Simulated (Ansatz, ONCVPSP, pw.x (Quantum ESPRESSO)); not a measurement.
**From atom to crystal: ONCV potential for boron (B)**

boron (B), optimised norm-conserving Vanderbilt (ONCV), made with ONCVPSP 4.0.1 (LDA (Perdew-Wang 92), scalar-relativistic). Core [He], reference 2s1 (charge +2). Waves: 2s: rc 1.25 bohr, ncon 5, nbas 10, qcut 5.8 1/bohr, 2 projectors, debl 1.8 Ha; p scattering state at 0.03 Ha: rc 1.25 bohr, ncon 4, nbas 8, qcut 6.2 1/bohr, local. Local part: the p channel. Core correction: Teter function, fcfact 5.75, rcfact 1.15.

In the p channel the program set the typed energies aside and used 0.050 Ha.

Atomic tests: cutoffs needed: 14 Ha and 18 Ha (the cutoffs (Ha) at which the residual kinetic energy of the hardest occupied pseudo-wave falls to 1 and 0.1 mHa per electron); ghost test: no bound ghost flagged; no localised positive-energy state flagged; largest excitation error: -252 meV (all-electron minus pseudo) for 2s1 2p2, out of 4 test configurations.

Crystal test: bcc B in pw.x 7.5, no spin, 18³ k-points, Fermi–Dirac smearing 0.01 Ry, cutoffs 50/200 Ry. The reference is all-electron LAPW (Ansatz 0.2.0) with the same functional, mesh and smearing; V0 and B0 come from Birch–Murnaghan fits to the pressures at five volumes. Errors are pseudo minus all-electron; Δ is the rms difference of the E(V) curves that follow from these fits, minima aligned, over ±6 % about the mean V0. Mesh and smearing are coarse, so the numbers serve the comparison and aren't converged zero-temperature values; the lattice is a test structure that the element need not adopt.

| V (Å³/atom) | P all-electron (GPa) | P pseudo (GPa) |
| --- | --- | --- |
| 5.642 | 14.08 | 31.28 |
| 5.791 | 6.50 | 22.90 |
| 5.939 | -0.20 | 15.52 |
| 6.087 | -6.10 | 9.05 |
| 6.236 | -11.26 | 3.41 |

All-electron: a0 = 2.281 Å (V0 = 5.93 Å³/atom), B0 = 251.5 GPa.

Pseudopotential: mean pressure error (GPa): +15.83. The pressure does not cross zero within the volumes sampled, so no fit is given. This is a poor potential for the solid.

Problem. At the middle volume, how do free energy and pressure move when the wave cutoff is lowered (ecutrho kept at four times it)?

Solution.

```tsv
cutoff (Ry)	shift of F (meV/atom)	shift of P (GPa)
22	+773.4	-28.29
30	+207.8	-16.52
40	+26.1	-4.62
```

Input at the middle volume:

```
&control
  calculation='scf', prefix='x', pseudo_dir='./', outdir='./tmp', tstress=.true., disk_io='none'
/
&system
  ibrav=0, nat=1, ntyp=1, ecutwfc=50, ecutrho=200, nbnd=8,
  occupations='smearing', smearing='fd', degauss=0.01
/
&electrons
  conv_thr=1e-09, mixing_beta=0.4, electron_maxstep=70
/
ATOMIC_SPECIES
B 1.0 B.UPF
CELL_PARAMETERS angstrom
  -1.14082171 1.14082171 1.14082171
  1.14082171 -1.14082171 1.14082171
  1.14082171 1.14082171 -1.14082171
ATOMIC_POSITIONS crystal
B 0.0000 0.0000 0.0000
K_POINTS automatic
18 18 18 0 0 0
```

```bash
pw.x < B.scf.in > B.scf.out
```

Lines of the output:

```
Message from routine setup:
     using ibrav=0 with symmetry is DISCOURAGED, use correct ibrav instead
     lattice parameter (alat)  =       3.7340  a.u.
     unit-cell volume          =      40.0784 (a.u.)^3
     number of electrons       =         3.00
     number of Kohn-Sham states=            8
     kinetic-energy cutoff     =      50.0000  Ry
     charge density cutoff     =     200.0000  Ry
     scf convergence threshold =      1.0E-09
     Exchange-correlation= SLA  PW   NOGX NOGC
     number of k points=   195  Fermi-Dirac smearing, width (Ry)=  0.0100
     iteration #  1     ecut=    50.00 Ry     beta= 0.40
     total energy              =      -5.69047975 Ry
     estimated scf accuracy    <       0.01831149 Ry
     iteration #  2     ecut=    50.00 Ry     beta= 0.40
     total energy              =      -5.68969139 Ry
     estimated scf accuracy    <       0.00596607 Ry
     iteration #  3     ecut=    50.00 Ry     beta= 0.40
     total energy              =      -5.68985972 Ry
     estimated scf accuracy    <       0.00000735 Ry
     iteration #  4     ecut=    50.00 Ry     beta= 0.40
     total energy              =      -5.68986141 Ry
     estimated scf accuracy    <          8.3E-09 Ry
     iteration #  5     ecut=    50.00 Ry     beta= 0.40
     the Fermi energy is    14.2118 ev
!    total energy              =      -5.68986142 Ry
     estimated scf accuracy    <          9.1E-10 Ry
     smearing contrib. (-TS)   =      -0.00101029 Ry
     The total energy is F=E-TS. E is the sum of the following terms:
     one-electron contribution =       4.25690371 Ry
     hartree contribution      =       0.01745335 Ry
     xc contribution           =      -2.36684384 Ry
     ewald contribution        =      -7.59636435 Ry
     convergence has been achieved in   5 iterations
          total   stress  (Ry/bohr**3)                   (kbar)     P=      155.18
     Message from routine punch:
     Nothing written, as per user request (disk_io='none')
```

The run at the middle volume (195 k-points, 5 iterations) took about 2.3 s on one core of a shared host (AMD EPYC 9R45 96-Core Processor, 96 threads, 376 GiB, load 20).
